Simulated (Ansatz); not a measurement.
Two isomers of C4H6O: A = `C=C=C(C)O`, B = `C=CCC=O`.

Calculated with Ansatz (gas phase, PBE0-D4/def2-TZVP geometries, no zero-point term in ΔE). CCSD(T)/CBS is the MP2 limit (def2-TZVPP, def2-QZVPP) plus CCSD(T) − MP2 in def2-TZVPP, frozen cores. DFT in def2-TZVPP. One conformer a species, not always the lowest.

Question: Which isomer does CCSD(T)/CBS put lower? Give the gap. (Best estimate.)

Answer: The calculation gave: B, by 70.1 kJ/mol.

Question: Give E(B) − E(A) in kJ/mol with CCSD(T)/def2-SVP, CCSD(T)/def2-TZVPP, MP2/def2-TZVPP, HF/def2-TZVPP, PBE-D4, BLYP-D4, PBE0-D4. (Estimate.)

Answer: Ansatz gave: CCSD(T)/def2-SVP -88.7, CCSD(T)/def2-TZVPP -73.8, MP2/def2-TZVPP -72.9, HF/def2-TZVPP -89.2, PBE-D4 -57.5, BLYP-D4 -62.0, PBE0-D4 -62.5. None reverses the order clearly.

Question: Does the order hold for the free energy at 298.15 K (harmonic terms from PBE0-D4)? (Estimate.)

Answer: The calculation gave: Yes: G(B) − G(A) = -71.3 kJ/mol, for one conformer each.

Largest T1 diagnostic: 0.013.

From BLYP to BHLYP (50 % exact exchange), in def2-TZVPP and without D4, E(B) − E(A) moves by −10.7 kJ/mol. In def2-TZVPP, CCSD(T) changes the Hartree–Fock value by +15.4 kJ/mol (the triples alone add +2.2 kJ/mol) and MP2 by +16.3 kJ/mol.
